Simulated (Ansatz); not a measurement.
# AlH₃+ (doublet): from Hartree-Fock to the top rungs, cc-pVDZ

Aim: climb from Hartree-Fock through coupled cluster for AlH₃+ (doublet) at one geometry and basis, and see what each rung misses.

Computed with Ansatz 0.2.0, Gaussian basis. Level: cc-pVDZ, correlated electrons: outside noble gas.

To be run: UHF; CCSD(T) on ROHF; CCSD(T) on UHF; BCCD(T) on ROHF; CISD; CCSDT(Q) on ROHF; CCSDT(Q) on UHF; CISDTQ; Full CI.

### Step 1. What is computed

The geometry is a PBE0/def2-TZVP stationary point (not a proven minimum) of the parent state, kept for this charge and spin.

4 atoms, charge 1, spin multiplicity 2.

Atoms are counted from 1 here; the program's logs count them from 0.

Bond lengths: Al1–H2 1.590 Å, Al1–H3 1.843 Å, Al1–H4 1.843 Å, H3–H4 0.841 Å. Angles: H2–Al1–H3 101.8°, H2–Al1–H4 101.8°, H3–Al1–H4 26.4°, Al1–H3–H4 76.8°, Al1–H4–H3 76.8°.

In the tables R marks a restricted open-shell determinant and U an unrestricted one; correlation energies count from the lowest restricted Hartree-Fock solution.

### Step 2. UHF

Contents of in.yaml:

```yaml
crystal:
  periodic: [false, false, false]
  atoms:
    - {symbol: Al, position_ang: [0.000000, 0.074413, -0.095633]}
    - {symbol: H, position_ang: [0.000000, -1.372409, -0.753982]}
    - {symbol: H, position_ang: [0.420650, -0.309773, 1.656991]}
    - {symbol: H, position_ang: [-0.420650, -0.309773, 1.656991]}
basis:
  gaussian: {orbitals: cc-pVDZ}
total_charge: 1
magnetization: {spin_polarized: true, initial_magnetization: 1}
hamiltonian: {xc: hf}
output: {orbitals: {seedname: orbitals}}
```

Launch:

```sh
$ ansatz run in.yaml --threads 1 --pin off --events-out ev --progress --plain --max-ram 2393MiB
```

Further steps of the session: CCSD(T) on ROHF; CCSD(T) on UHF; BCCD(T) on ROHF; CISD; CCSDT(Q) on ROHF; CCSDT(Q) on UHF; CISDTQ; Full CI.

**Question.** What will the summary of the whole plan be? Wanted: correlation energy, FCI; RMP2 from FCI; UMP2 from FCI; RCCSD from FCI; RCCSD(T) from FCI; UCCSD(T) from FCI; RCCSDT(Q) from FCI; UCCSDT(Q) from FCI; T1 diagnostic.

The runs gave:

| quantity | value |
| --- | --- |
| correlation energy, FCI | -2.2379 eV |
| RMP2 from FCI | +58.6 kJ/mol |
| UMP2 from FCI | +57.3 kJ/mol |
| RCCSD from FCI | +3.3 kJ/mol |
| RCCSD(T) from FCI | +1.0 kJ/mol |
| UCCSD(T) from FCI | +0.9 kJ/mol |
| RCCSDT(Q) from FCI | 0.0 kJ/mol |
| UCCSDT(Q) from FCI | 0.0 kJ/mol |
| levels of the table within 1 kcal/mol (43 meV) | RCCSD, UCCSD, RCCSD(T), UCCSD(T), BCCD(T), RCCSDT, UCCSDT, CISDTQ, RCCSDT(Q), UCCSDT(Q) |
| T1 diagnostic | 0.026 |
| effectively unpaired electrons | 1.03 |

What this shows: RCCSD(T) lands +1.0 kJ/mol from the yardstick (0.4 % of the correlation energy). One determinant dominates. These misses are within one basis, not against nature; the frozen cores of restricted and unrestricted runs differ, which can shift their rows.
